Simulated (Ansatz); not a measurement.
Relaxation of C$_{2}$H$_{4}$O$_{2}$S (9 atoms, charge 0, multiplicity 1), to a largest force component of 0.02 eV/Å in at most 50 steps.

The calculation used RHF/STO-3G (Ansatz 0.2.0).

```xyz
9
Properties=species:S:1:pos:R:3
O -0.533 1.420 -0.204
C -0.168 0.454 0.341
S 0.009 0.406 2.068
C 0.318 -0.796 -0.406
O -0.149 -0.793 -1.787
H -1.181 0.851 0.408
H 1.360 -0.904 -0.361
H -0.180 -1.664 0.057
H -0.151 0.168 -2.006
```

Task: Where does it end, and by what steps?

Result: The run converged. Limits of this set-up: minimal basis. After 16 steps the energy has fallen by 7.421 eV; H6 moved furthest, 1.10 Å. The start is strongly strained (largest force component 20 eV/Å), so its close contacts needn't be bonds. Parted: C2–H6 (1.09 → 1.92 Å).

```json
{"step": "0", "energy less start (eV)": "0.0000", "largest force component (eV/Å)": "19.586", "accepted": "yes"}
{"step": "1", "energy less start (eV)": "-3.6751", "largest force component (eV/Å)": "6.474", "accepted": "yes"}
{"step": "2", "energy less start (eV)": "-5.5079", "largest force component (eV/Å)": "4.123", "accepted": "yes"}
{"step": "3", "energy less start (eV)": "-6.5297", "largest force component (eV/Å)": "2.728", "accepted": "yes"}
{"step": "4", "energy less start (eV)": "-6.6901", "largest force component (eV/Å)": "2.298", "accepted": "yes"}
{"step": "5", "energy less start (eV)": "-7.0011", "largest force component (eV/Å)": "1.576", "accepted": "yes"}
{"step": "6", "energy less start (eV)": "-7.1476", "largest force component (eV/Å)": "0.991", "accepted": "yes"}
{"step": "7", "energy less start (eV)": "-7.2027", "largest force component (eV/Å)": "2.218", "accepted": "yes"}
{"step": "8", "energy less start (eV)": "-7.3688", "largest force component (eV/Å)": "0.414", "accepted": "yes"}
{"step": "9", "energy less start (eV)": "-7.4000", "largest force component (eV/Å)": "0.273", "accepted": "yes"}
{"step": "10", "energy less start (eV)": "-7.4066", "largest force component (eV/Å)": "0.406", "accepted": "yes"}
{"step": "11", "energy less start (eV)": "-7.4130", "largest force component (eV/Å)": "0.288", "accepted": "yes"}
{"step": "12", "energy less start (eV)": "-7.4184", "largest force component (eV/Å)": "0.136", "accepted": "yes"}
{"step": "13", "energy less start (eV)": "-7.4199", "largest force component (eV/Å)": "0.066", "accepted": "yes"}
{"step": "14", "energy less start (eV)": "-7.4208", "largest force component (eV/Å)": "0.075", "accepted": "yes"}
{"step": "15", "energy less start (eV)": "-7.4208", "largest force component (eV/Å)": "0.067", "accepted": "no"}
{"step": "16", "energy less start (eV)": "-7.4210", "largest force component (eV/Å)": "0.012", "accepted": "yes"}
```

```xyz
9
Properties=species:S:1:pos:R:3
O -0.575 1.281 -0.242
C -0.231 0.178 0.521
S -0.452 0.053 2.088
C 0.408 -0.863 -0.435
O -0.297 -0.980 -1.677
H -0.989 1.931 0.377
H 1.457 -0.573 -0.599
H 0.408 -1.845 0.046
H -0.403 -0.040 -1.971
```

Whether the end is a true minimum wasn't checked by a vibrational analysis.

Run time: 15 s on 1 thread of Arm Neoverse V1, with other jobs on the host, peak memory 0.1 GiB.
